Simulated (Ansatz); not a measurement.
**Zinc-blende HgTe: band gap by level of theory**

No measured value is used here.

```
level (code)            value (eV)  cell (Å³/atom)
----------------------  ----------  --------------
LDA+SOC (Ansatz)              0.00           33.59
PBEsol+SOC (Ansatz)           0.00           33.59
revPBE (Ansatz)               0.00           38.05
RPBE (Ansatz)                 0.00           33.59
PBE-D3(BJ) (Ansatz)           0.00           35.05
PBE-D4 (Ansatz)               0.00           35.00
PBEsol-D3(BJ) (Ansatz)        0.00           33.21
r²SCAN+SOC (Ansatz)           0.00           33.59
r²SCAN+rVV10 (Ansatz)         0.00           34.74
r²SCANh (Ansatz)              0.00           35.14
Hartree–Fock (Ansatz)   (withheld)           33.59
```

Q: Fill in the missing entries.

A: 
- Hartree–Fock (Ansatz, a quantum-chemistry and plane-wave program), value (eV): 5.52

Computed values are for a static lattice. Spin–orbit coupling is included only where a level's name says +SOC; with heavier elements it mostly lowers gaps and can invert bands. A gap of zero means that the bands touch or overlap; how far they overlap is not shown.  revPBE: the cell is over a tenth larger than the published one: the level's own overestimate first of all, though another phase or state, or a fault of the published cell, is possible. Values are at the level's own relaxed cell; LDA+SOC at the measured cell; PBEsol+SOC at the measured cell; RPBE at the measured cell; r²SCAN+SOC at the measured cell; Hartree–Fock at the measured cell. Cutoffs and k meshes differ between the levels. Ansatz's density-functional and Hartree–Fock values are scalar-relativistic unless marked +SOC, with PAW data made under PBE.
